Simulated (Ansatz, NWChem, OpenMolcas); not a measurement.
Strength of the C–Al bond: Al(CH3)Cl → CH3 + AlCl

Species: Al(CH3)Cl, doublet; CH3 (methyl radical) `[CH3]`, doublet; AlCl, singlet. 

Shapes, held fixed at every level: PBE0-D4/def2-TZVP; AlCl at the measured bond length. Programs: Ansatz 0.2.0, NWChem 7.3.0, OpenMolcas 26.06. A level may come from different programs for different species; with the same settings they agree closely. Electronic energies: no zero-point or thermal term.

| level | kind | ΔE (kJ/mol) |
| --- | --- | --- |
| HF/STO-3G | Hartree–Fock | +186.8 |
| HF/3-21G | Hartree–Fock | +113.4 |
| HF/def2-SVP | Hartree–Fock | +111.3 |
| M06-2X/STO-3G | global hybrid | +256.5 |
| B3LYP/6-31G* (spherical functions) | global hybrid | +141.2 |
| PBE0/def2-SVP | global hybrid | +167.2 |

PBE0/def2-SVP gives ΔE = +167.2 kJ/mol; the levels span +111.3 to +256.5. A fragment pairs its electrons up again, so this isn't a typical strength of such a bond. The median of the levels is +154.2. No measured value is set beside it here. Open shells run unrestricted unless RO is named. Rows in sets without polarisation functions are far from converged.
